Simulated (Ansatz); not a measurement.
Reaction: C2H7B (ethylborane, SMILES BCC) → BH2 (SMILES [BH2], doublet) + C2H5 (SMILES [CH2]C, doublet) (the B-C bond breaks)
Each species at its own B3LYP-D3(BJ)/def2-TZVP minimum (Ansatz, a program for electronic structure).

Property: bond dissociation energy (electronic), in kJ/mol. Radicals and triplets start from unrestricted determinants; spin-orbit coupling is neglected. CBS(X,Y): correlation extrapolated as X^-3, Hartree-Fock from the larger set. A bracket is a step between two methods taken in the basis named. The functionals are non-relativistic, so their misses hold any scalar relativity. Double hybrids freeze cores in their MP2 part. 'core' is core correlation in cc-pwCVTZ, 'X2C' scalar relativity in cc-pVTZ-DK, both at CCSD(T).

CCSD(T)/CBS(cc-pVTZ,cc-pVQZ) + [CCSDT(Q) - CCSD(T)]/cc-pVDZ + core + X2C (Ansatz) gives 448.2 kJ/mol.

Q: What does PBE/def2-TZVPD (Ansatz) give here, and how do the other levels compare?

A: PBE gives 436.6 kJ/mol, 11.6 kJ/mol below it. Differences of the others: B3LYP/def2-TZVPD (Ansatz) -25.7; PBE0/def2-TZVPD (Ansatz) -15.1; wB97M-V/def2-TZVPD (Ansatz) 6.3; B2PLYP/def2-TZVPD (Ansatz) -16.0; CCSD(T)/CBS(cc-pVTZ,cc-pVQZ) + core + X2C (Ansatz) 0.1 kJ/mol. Nearer than PBE: wB97M-V/def2-TZVPD, CCSD(T)/CBS(cc-pVTZ,cc-pVQZ) + core + X2C.
